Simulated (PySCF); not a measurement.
Gas-phase reaction: B + 2 O + BHF2 = 2 BOF + H

Method: PySCF energies plus ideal-gas RRHO corrections (1 bar). The comparison is the NASA 1993 polynomial table, which mixes measured and estimated data. After a fit of one offset per element over all species, the range-separated, M06-2X, PBE0/def2-QZVP and CCSD(T)/def2-TZVPP enthalpies, where run, lie to one side of the table for BOF (+19 kJ/mol): a fault of the table's entry, another state or a shared error of the levels is possible; this was not checked at source. † marks an energy on the PBE0/def2-TZVP geometry and frequencies; other levels use their own. MP2 freezes the core. 6-31G* has spherical d functions here. Open shells (unrestricted): B (multiplicity 2, electronic degeneracy 6), O (multiplicity 3, electronic degeneracy 9), H (multiplicity 2); the rest are closed-shell singlets. Spin-orbit splitting is ignored; it lowers the true energy and changes the entropy of B, O. B3LYP is the form with VWN-RPA correlation. MP2 isn't extrapolated to the basis-set limit; its ΔH°(298 K) is -1333.3 kJ in def2-SVP and -1345.8 kJ in def2-TZVPP. The harmonic model lacks anharmonicity and excited electronic states, which grow with temperature; levels with a mode under 35 cm⁻¹ are left out. The table's entry may be an old estimate for BHF2, BOF (not checked at source).

```json
[
 {"level": "table", "ΔH°(298 K), kJ": "-1310.5", "minus table": "-", "ΔG°(1800 K), kJ": "-1030.1"},
 {"level": "B3LYP/def2-TZVP†", "ΔH°(298 K), kJ": "-1269.3", "minus table": "41.2", "ΔG°(1800 K), kJ": "-984.2"},
 {"level": "HF/6-31G*", "ΔH°(298 K), kJ": "-784.7", "minus table": "525.8", "ΔG°(1800 K), kJ": "-498.4"},
 {"level": "HF/def2-TZVP†", "ΔH°(298 K), kJ": "-791.9", "minus table": "518.6", "ΔG°(1800 K), kJ": "-506.8"},
 {"level": "MP2/def2-SVP†", "ΔH°(298 K), kJ": "-1333.3", "minus table": "-22.8", "ΔG°(1800 K), kJ": "-1048.2"},
 {"level": "MP2/def2-TZVPP†", "ΔH°(298 K), kJ": "-1345.8", "minus table": "-35.3", "ΔG°(1800 K), kJ": "-1060.8"},
 {"level": "PBE/def2-TZVP†", "ΔH°(298 K), kJ": "-1366.0", "minus table": "-55.5", "ΔG°(1800 K), kJ": "-1080.9"},
 {"level": "PBE0/def2-SVP†", "ΔH°(298 K), kJ": "-1290.3", "minus table": "20.2", "ΔG°(1800 K), kJ": "-1005.3"},
 {"level": "PBE0/def2-TZVP", "ΔH°(298 K), kJ": "-1269.4", "minus table": "41.1", "ΔG°(1800 K), kJ": "-984.3"},
 {"level": "r2SCAN/def2-TZVP†", "ΔH°(298 K), kJ": "-1291.1", "minus table": "19.4", "ΔG°(1800 K), kJ": "-1006.0"},
 {"level": "LDA/def2-TZVP†", "ΔH°(298 K), kJ": "-1554.0", "minus table": "-243.5", "ΔG°(1800 K), kJ": "-1269.0"},
 {"level": "ωB97X-V/def2-TZVP†", "ΔH°(298 K), kJ": "-1258.8", "minus table": "51.7", "ΔG°(1800 K), kJ": "-973.7"}
]
```
